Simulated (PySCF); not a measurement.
Functional dependence of a UV spectrum

Compound: C5H9N.
SMILES: `CC(C)(C)C#N`

Linear-response calculations in the def2-SVPD basis (PySCF; singlets by full response, triplets Tamm–Dancoff, core orbitals frozen in the response; HF means time-dependent Hartree–Fock). 'Strongest' is the level of largest summed f among the singlets computed (10 roots, of which the last may lack a degenerate partner); it can jump between rows when another state enters that window. S1 is the lowest singlet of each run and needn't be the same state throughout; f(S1) is that of one state. Geometry: PBE0-D3(BJ)/def2-SVP; no solvent, vibrations or thermal averaging.

```json
{"functional": "LDA", "kind": "LDA", "S1 (eV)": "7.65", "f(S1)": "0.030", "strongest (eV)": "7.65", "T1 (eV)": "6.64", "HOMO (eV)": "-8.08", "gap (eV)": "7.61", "ionisation energy, ΔSCF (eV)": "12.79"}
{"functional": "PBE", "kind": "GGA", "S1 (eV)": "7.58", "f(S1)": "0.030", "strongest (eV)": "8.65", "T1 (eV)": "6.44", "HOMO (eV)": "-7.88", "gap (eV)": "7.55", "ionisation energy, ΔSCF (eV)": "11.00"}
{"functional": "B3LYP", "kind": "global hybrid, 20% exact exchange", "S1 (eV)": "7.74", "f(S1)": "0.000", "strongest (eV)": "8.22", "T1 (eV)": "6.38", "HOMO (eV)": "-8.99", "gap (eV)": "9.06", "ionisation energy, ΔSCF (eV)": "11.34"}
{"functional": "PBE0", "kind": "global hybrid, 25% exact exchange", "S1 (eV)": "7.76", "f(S1)": "0.000", "strongest (eV)": "8.52", "T1 (eV)": "6.30", "HOMO (eV)": "-9.22", "gap (eV)": "9.60", "ionisation energy, ΔSCF (eV)": "11.35"}
{"functional": "BHandHLYP", "kind": "global hybrid, 50% exact exchange", "S1 (eV)": "7.57", "f(S1)": "0.000", "strongest (eV)": "9.07", "T1 (eV)": "6.17", "HOMO (eV)": "-10.44", "gap (eV)": "11.31", "ionisation energy, ΔSCF (eV)": "11.47"}
{"functional": "CAM-B3LYP", "kind": "range-separated hybrid", "S1 (eV)": "7.73", "f(S1)": "0.000", "strongest (eV)": "8.84", "T1 (eV)": "6.36", "HOMO (eV)": "-10.66", "gap (eV)": "11.68", "ionisation energy, ΔSCF (eV)": "11.59"}
{"functional": "wB97X-D", "kind": "range-separated hybrid", "S1 (eV)": "7.78", "f(S1)": "0.000", "strongest (eV)": "9.03", "T1 (eV)": "6.46", "HOMO (eV)": "-11.14", "gap (eV)": "13.15", "ionisation energy, ΔSCF (eV)": "12.46"}
{"functional": "LC-wPBE", "kind": "range-separated hybrid", "S1 (eV)": "7.82", "f(S1)": "0.000", "strongest (eV)": "9.61", "T1 (eV)": "6.31", "HOMO (eV)": "-12.08", "gap (eV)": "14.22", "ionisation energy, ΔSCF (eV)": "11.80"}
{"functional": "HF", "kind": "Hartree–Fock", "S1 (eV)": "7.04", "f(S1)": "0.000", "strongest (eV)": "11.15", "T1 (eV)": "5.49", "HOMO (eV)": "-12.32", "gap (eV)": "14.74", "ionisation energy, ΔSCF (eV)": "not settled"}
```

S1 runs from 7.04 eV (HF) to 7.82 eV (LC-wPBE), a spread of 0.78 eV, while the orbital gap spreads over 7.2 eV. −ε(HOMO) comes closest to its own ΔSCF ionisation energy with LC-wPBE (+0.28 eV) and misses most with LDA (-4.71 eV). 'Not settled' means that the ion's SCF failed to converge or may have ended in another state than the lowest.
